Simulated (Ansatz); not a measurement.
**CH4BO (SMILES [BH]OC): U-r2SCAN/def2-TZVP**

What is the energy change on altering one bond length of CH4BO at U-r2SCAN/def2-TZVP? 

The calculation is run with Ansatz 0.2.0.

34 further runs of the same task are left out: 34 set aside as unsound or not needed.

### 1 The system as given

CH4BO: 7 atoms, total charge 0, spin state doublet. As SMILES, `[BH]OC`. Geometry: relaxed at PBE0-D4/def2-TZVP. This is one conformer, not always the lowest.

Bond lengths: B1–O2 1.320 Å, O2–C3 1.426 Å, B1–H4 1.207 Å, C3–H5 1.093 Å, C3–H6 1.090 Å, C3–H7 1.090 Å. Angles: B1–O2–C3 124.1°, O2–B1–H4 124.7°, O2–C3–H5 110.9°, O2–C3–H6 108.4°, O2–C3–H7 108.4°, H5–C3–H6 109.9°, H5–C3–H7 109.9°, H6–C3–H7 109.2°.

### 2 The energy at U-r2SCAN/def2-TZVP

Input file run.yaml:

```yaml
crystal:
  periodic: [false, false, false]
  atoms:
    - {symbol: B, position_ang: [-1.319600, -1.025700, -0.172900]}
    - {symbol: O, position_ang: [-0.272400, -0.707100, 0.564500]}
    - {symbol: C, position_ang: [0.642200, 0.338600, 0.243900]}
    - {symbol: H, position_ang: [-1.628500, -0.474200, -1.201600]}
    - {symbol: H, position_ang: [0.357800, 0.834000, -0.687600]}
    - {symbol: H, position_ang: [0.643000, 1.059300, 1.062300]}
    - {symbol: H, position_ang: [1.638900, -0.092800, 0.145600]}
basis:
  gaussian: {orbitals: def2-TZVP}
magnetization: {spin_polarized: true, initial_magnetization: 1}
accuracy: high
hamiltonian: {xc: r2scan}
output: {orbitals: {seedname: orbitals}}
```

Run with:

```
$ ansatz run run.yaml --threads 1 --pin off --max-ram 3480MiB --events-out events.jsonl --progress --plain --runs-dir runs
```

Log:

```text
Warning: RAYON_NUM_THREADS=1 ignored (pool sized by the plan → 1); use --threads N
Functional definition: r2SCAN
  name "r2SCAN"
  parameter k0 = 0.174
  parameter k1 = 0.065
  parameter a1 = 4.9479
  exchange = r2scan_x(k0 = k0, k1 = k1, a1 = a1)
  correlation = r2scan_c
2137 factors; integrals over basis functions are off by at most 3.8e-9 eV
mean field evaluation 1: about -3817.7781 eV, gradient 3.7e1 eV
mean field evaluation 2: about -3802.9700 eV, gradient 7.1e1 eV
mean field evaluation 4: about -3823.3152 eV, gradient 3.9e0 eV
mean field evaluation 8: about -3823.3792 eV, gradient 4.7e-2 eV
mean field evaluation 16: about -3823.3792 eV, gradient 2.4e-5 eV
mean field -3823.37918538 eV, -140.5065934833 hartree, gradient 4.8e-8 eV, S^2 0.753899; 0 other end points of the search recorded, 0 dependent functions left out
reference -3823.37918888 eV, -140.5065936118 hartree; 12, 11 occupied and 105, 106 virtual orbitals, 2137 factors
Total energy: -3823.37918888 eV, -140.5065936118 hartree
```

Wall time 17 s (1 thread of Arm Neoverse V1, shared host); peak memory 0.44 GiB.

### 3 The distorted shape, same level

Input file in.yaml:

```yaml
crystal:
  periodic: [false, false, false]
  atoms:
    - symbol: B
      position_ang: [-1.469133, -0.960978, -0.158152]
    - symbol: O
      position_ang: [-0.421933, -0.642378, 0.579248]
    - symbol: C
      position_ang: [0.492667, 0.403322, 0.258648]
    - symbol: H
      position_ang: [-1.778033, -0.409478, -1.186852]
    - symbol: H
      position_ang: [0.208267, 0.898722, -0.672852]
    - symbol: H
      position_ang: [0.493467, 1.124022, 1.077048]
    - symbol: H
      position_ang: [1.638900, -0.092800, 0.145600]
basis:
  gaussian: {orbitals: def2-TZVP}
magnetization: {spin_polarized: true, initial_magnetization: 1}
hamiltonian: {xc: r2scan}
accuracy: high
output: {orbitals: {seedname: orbitals}}
```

Run with:

```
$ ansatz run in.yaml --threads 1 --pin off --max-ram 3480MiB --events-out events.jsonl --progress --plain --runs-dir runs
```

Log:

```text
Warning: RAYON_NUM_THREADS=1 ignored (pool sized by the plan → 1); use --threads N
Functional definition: r2SCAN
  name "r2SCAN"
  parameter k0 = 0.174
  parameter k1 = 0.065
  parameter a1 = 4.9479
  exchange = r2scan_x(k0 = k0, k1 = k1, a1 = a1)
  correlation = r2scan_c
2147 factors; integrals over basis functions are off by at most 3.8e-9 eV
mean field evaluation 1: about -3817.6516 eV, gradient 3.6e1 eV
mean field evaluation 2: about -3802.4367 eV, gradient 7.1e1 eV
mean field evaluation 4: about -3822.9799 eV, gradient 4.1e0 eV
mean field evaluation 8: about -3823.0528 eV, gradient 4.6e-2 eV
mean field evaluation 16: about -3823.0528 eV, gradient 2.7e-5 eV
mean field -3823.05279348 eV, -140.4945988020 hartree, gradient 2.6e-8 eV, S^2 0.753923; 0 other end points of the search recorded, 0 dependent functions left out
reference -3823.05279699 eV, -140.4945989311 hartree; 12, 11 occupied and 105, 106 virtual orbitals, 2147 factors
Total energy: -3823.05279699 eV, -140.4945989311 hartree
```

Run time: 17 s. Hardware: 1 thread of Arm Neoverse V1, shared host; peak memory 0.44 GiB.

### 4 Results

Level: U-r2SCAN/def2-TZVP.

| quantity | value |
| --- | --- |
| first shape: total energy | -140.50659 Eh |
| first shape: HOMO energy (highest over α and β) | -4.59 eV |
| first shape: LUMO energy (lowest over α and β) | -1.23 eV |
| first shape: ⟨S²⟩ | 0.754 |
| distorted shape: total energy | -140.49460 Eh |
| distorted shape: HOMO energy (highest over α and β) | -4.63 eV |
| distorted shape: LUMO energy (lowest over α and β) | -1.28 eV |
| distorted shape: ⟨S²⟩ | 0.754 |
| energy change with the C3–H7 bond stretched from 1.090 to 1.254 Å | 0.326 eV |

In words: With the C3–H7 bond stretched from 1.090 to 1.254 Å the energy rises by 0.33 eV (31.5 kJ/mol). The first shape isn't relaxed at this level, so the change isn't measured from a minimum.
